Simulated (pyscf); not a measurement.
H₂O + H₂B–B=O → O=B–BH–OH + H₂, a four-centre exchange (singlet surface; H–O, B–H broken, B–O, H–H formed). PySCF, gas phase, ωB97X-D3(BJ)/def2-SVP geometries. Energies in kcal/mol from the separated reactants.

GFN2-xTB: tblite. 

Problem. Quick GFN2-xTB single points give ΔE‡ = 18.8 kcal/mol and ΔE = -20.7 kcal/mol. What does ωB97M-D3(BJ)/def2-TZVP give, and how far is the quick result from it?

Solution. ωB97M-D3(BJ)/def2-TZVP gives ΔE‡ = 4.7 kcal/mol and ΔE = -31.2 kcal/mol. GFN2-xTB lies 14.0 kcal/mol over it in the barrier and 10.5 kcal/mol over it in the reaction energy, so on this step it does not hold to within 3.0 kcal/mol. ωB97M-D3(BJ)/def2-TZVP has limits of its own. On the reactant side the descent ends in an adduct with a B–O contact, 22.1 kcal/mol under the separated species and 27.5 kcal/mol under the saddle at ωB97X-D3(BJ)/def2-TZVP. What is counted as formed (B–O) is already present as a longer contact in the reactant adduct; forming that adduct is a step of its own. At the saddle there is also a short B–H contact that neither side keeps. O=B–BH–OH lies 15.8 kcal/mol over its isomer H₂B–O–B=O (electronic energy, ωB97M-D3(BJ)/def2-TZVP). One saddle was located; it need not be the lowest between these sides.
